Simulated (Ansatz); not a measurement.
**Al₂GaH, singlet: the ladder up to RCCSDTQ**

Geometry: a PBE0/def2-TZVP stationary point for this spin, not checked as a minimum.

```json
{"atom": "Al", "x (Å)": "0.0000", "y (Å)": "-1.6024", "z (Å)": "-0.5088"}
{"atom": "Ga", "x (Å)": "0.0000", "y (Å)": "0.3290", "z (Å)": "0.8726"}
{"atom": "Al", "x (Å)": "0.0000", "y (Å)": "0.6907", "z (Å)": "-1.6369"}
{"atom": "H", "x (Å)": "0.0000", "y (Å)": "1.6437", "z (Å)": "-2.9214"}
```

Basis cc-pVDZ; Ansatz 0.2.0. Only valence electrons are correlated (noble-gas cores and the filled d shells of p-block atoms frozen), which leaves 10 electrons in 44 orbitals. R marks a restricted (for open shells ROHF) determinant, U an unrestricted one. No spin–orbit coupling is included, and no scalar relativity.

Full CI isn't at hand for all of this; RCCSDTQ serves as the reference, and is uncertain by about the last step of the cluster series. The frozen core follows each run's orbitals, which can shift R against U totals by a few meV for light atoms and by up to 0.1 eV past Ca.

```
UHF ⟨S²⟩                          : 1.147
T1 diagnostic (RCCSD)             : 0.0202
largest doubles amplitude (RCCSD) : 0.107
```

```csv
level,E − E(RCCSDTQ) (kJ/mol),share of correlation (%),wall time
RHF,613.6,0.00,–
RMP2,116.5,81.01,–
CISD,114.4,81.36,2.1 s
RCCSD,48.9,92.03,–
RCCSD(T),8.1,98.68,5.5 s
BCCD(T),7.8,98.73,3.6 s
RCCSDT,4.9,99.20,–
RCCSDT(Q),-0.1,100.02,12 s
```

The correlation energy at RCCSDTQ, counted from RHF, is -6.359 eV. That run took 14 s on 2 threads of AMD EPYC 7R13 with a shared H100 80 GB, shared host.

Run but not shown, since their state, orbitals or frozen core can't be matched to the reference's or they repeat it: UHF.

Times hold each run's SCF and search for its determinant on a shared host, so for small cases they say little of a method's own cost; they ran on 1 thread of AMD EPYC 7R13. Some runs computed forces too.

Atomization energy (electronic, same basis, no zero-point term; atoms at the same level, unrestricted beside the R rows where the molecule is a closed shell, but restricted open-shell past Ca, as are all atoms' steps beyond CCSDT(Q)) at RCCSDTQ: 559.8 kJ/mol. Errors of other levels:

```
    level  error (kJ/mol)
      RHF          -237.4
     RMP2            16.1
     CISD          -105.3
    RCCSD           -41.2
 RCCSD(T)            -5.6
  BCCD(T)            -5.1
   RCCSDT            -4.9
RCCSDT(Q)             0.1
```

This basis is far from its limit, so the value isn't to be set against a measured one. Truncated CI isn't size-consistent, which counts against it in atomization.
